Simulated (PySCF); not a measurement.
Identify the unknown among the candidates.

All candidates are C5H12O.

- Rotational structure: rotational constants A, B, C: 15.852, 1.272, 1.222 GHz [GFN2-xTB]
- UV, strongest line: among the 8 lowest singlet transitions: S4 at 8.26 eV (150 nm, f = 0.057) [TDDFT CAM-B3LYP/def2-SVPD]
- Dipole: 1.10 D [CAM-B3LYP/def2-SVPD]
- Triplet: lowest triplet excitation (Tamm–Dancoff): 6.99 eV [TDA CAM-B3LYP/def2-SVPD]
- Polarisability: 68.9 au [CAM-B3LYP/def2-SVPD]
- UV, first state: lowest singlet excitation: 7.17 eV (173 nm, f = 0.025) [TDDFT CAM-B3LYP/def2-SVPD]

Gas-phase values; electronic properties from PySCF, density fitting. Levels stand in brackets. Geometry: GFN2-xTB, one conformer, isolated molecule.

Problem. Which candidate is it?
A. `CCC(O)CC`
B. `CCCCCO`
C. `CCCOCC`
D. `CCOC(C)C`

Solution. C. It is `CCCOCC`. Numbering: `[CH3:1][CH2:2][CH2:3][O:4][CH2:5][CH3:6]`. Its formula, C5H12O, gives 0 degrees of unsaturation, so no ring and no π bond. The optimised geometry has point group Cs and is an asymmetric top.

The others, at the same levels:
- `CCCCCO` fails: its computed lowest singlet excitation is 6.95 eV (178 nm, f = 0.008) (against 7.17 eV), lowest triplet excitation (Tamm–Dancoff) is 6.65 eV (against 6.99 eV) and strongest line among the 8 lowest singlet transitions is S5 at 8.71 eV (142 nm, f = 0.035) (against S4 at 8.26 eV).
- `CCC(O)CC` fails: its computed strongest line among the 8 lowest singlet transitions is S8 at 9.24 eV (134 nm, f = 0.041) (against S4 at 8.26 eV), static isotropic polarisability is 67.2 au (against 68.9 au) and rotational constant A is 7.295 GHz (against 15.852 GHz).
- `CCOC(C)C` fails: its computed strongest line among the 8 lowest singlet transitions is S7 at 9.14 eV (136 nm, f = 0.055) (against S4 at 8.26 eV), rotational constant A is 6.829 GHz (against 15.852 GHz) and smallest rotational constant is 1.633 GHz (against 1.222 GHz).

Each candidate is one conformer, not necessarily the lowest. Dipoles, sizes and rotational constants follow the conformer. The torsions of the flexible species, by atom-mapped SMILES:
- `[CH3:1][CH2:2][CH2:3][O:4][CH2:5][CH3:6]`: C1–C2–C3–O4 180°, C2–C3–O4–C5 180°, C3–O4–C5–C6 180°
- `[CH3:1][CH2:2][CH2:3][CH2:4][CH2:5][OH:6]`: C1–C2–C3–C4 180°, C2–C3–C4–C5 180°, C3–C4–C5–O6 -179°, H–O6–C5–C4 -56°
- `[CH3:1][CH2:2][CH:3]([OH:4])[CH2:5][CH3:6]`: C1–C2–C3–O4 -60°, C2–C3–C5–C6 -176°, H–O4–C3–C2 -62°
- `[CH3:1][CH2:2][O:3][CH:4]([CH3:5])[CH3:6]`: C1–C2–O3–C4 -168°, C2–O3–C4–C5 -72°
